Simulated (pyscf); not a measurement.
Optimised with ωB97X-D3(BJ)/def2-SVP in PySCF.

SMILES: [In]([OH])([SiH3])[OH]
```xyz
9

O     -2.0260     1.6739     0.6240
In    -1.4930    -0.2100     0.2193
O     -2.8058    -1.5821     0.8455
Si     0.6547    -0.8085    -0.9529
H     -2.8686     1.7731     1.0815
H     -3.5837    -1.2306     1.2931
H      1.6533    -1.2525     0.0616
H      0.4155    -1.9192    -1.9169
H      1.1915     0.3744    -1.6816
```
Charge 0, spin multiplicity 1.

Problem. How much does it cost (ΔH, 298 K, ωB97M-D3(BJ)/def2-TZVP) to split `[OH][In]([OH])[SiH3]` at its In–Si bond into [HO–In–OH]• + SiH₃•?

Solution. In–Si to [HO–In–OH]• + SiH₃•: 260.0 kJ/mol. The 7 functionals that were run give +235.2 (r²SCAN) to +290.3 kJ/mol (ωB97X-D3(BJ)/def2-TZVP). The radicals are drawn with the spin at the cut bond; how far it spreads was not checked. Other isomers of [HO–In–OH]• were not searched in full and may lie lower. Elements past Kr carry the def2 core potentials, without spin-orbit coupling.
